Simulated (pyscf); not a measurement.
Four-centre exchange: F–N•–F (SMILES F[N]F) + F–SiH(F)–F (SMILES F[SiH](F)F) → F–Si(F)(F)–F (SMILES F[Si](F)(F)F) + •HN–F (SMILES [NH]F)

Gas phase, doublet surface, charge 0. Bonds broken: F1–N2, Si5–H8. Bonds formed: F1–Si5, N2–H8. Structures and frequencies: ωB97X-D3(BJ)/def2-SVP in PySCF.

Transition state (Å):

```xyz
8

F      0.3151     0.2613     0.3902
N     -0.8916    -0.6000     1.3612
F     -0.5672    -1.8116     1.0721
F     -2.1949     0.7014    -1.8819
Si    -0.8131     0.5940    -1.0332
F     -0.3668     2.1375    -1.0113
F      0.0715    -0.3597    -1.9768
H     -1.6427    -0.1487     0.1636
```

One imaginary mode, 1468i cm⁻¹; descent along it reached the two sides named.

| bond | change | reactant side (Å) | saddle | product side |
|---|---|---|---|---|
| F1–N2 | breaks | 1.343 | 1.772 | 3.9 |
| Si5–H8 | breaks | 1.463 | 1.635 | 3.3 |
| F1–Si5 | forms | 3.1 | 1.847 | 1.587 |
| N2–H8 | forms | 3.5 | 1.484 | 1.039 |

Electronic energies relative to the separated reactants (kJ/mol):

| level | barrier | reaction energy |
|---|---|---|
| ωB97X-D3(BJ)/def2-TZVP | 221.7 | -284.4 |
| PBE/def2-TZVP | 162.5 | -261.2 |
| r²SCAN/def2-TZVP | 172.3 | -285.6 |
| B3LYP-D3(BJ)/def2-TZVP | 197.3 | -287.7 |
| PBE0-D3(BJ)/def2-TZVP | 202.1 | -283.4 |
| M06-2X/def2-TZVP | 222.2 | -307.0 |
| ωB97M-D3(BJ)/def2-TZVP | 214.6 | -294.1 |
| HF/def2-TZVP | 330.4 | -329.7 |

With ωB97M-D3(BJ)/def2-TZVP energies and thermal terms (ideal gas, 1 atm, RRHO with modes under 100 cm⁻¹ raised to 100, one conformer, R ln 2 for chiral ones without a mode under 150 cm⁻¹), in kJ/mol:

| T (K) | ΔH‡ | ΔG‡ | ΔH | ΔG |
|---|---|---|---|---|
| 298 | 209.9 | 257.2 | -288.6 | -285.0 |
| 600 | 213.5 | 303.8 | -288.0 | -281.8 |
| 900 | 217.1 | 348.1 | -288.3 | -278.6 |
| 1200 | 220.5 | 391.3 | -288.9 | -275.2 |

This is the saddle that the search found; another between the same sides may lie lower.
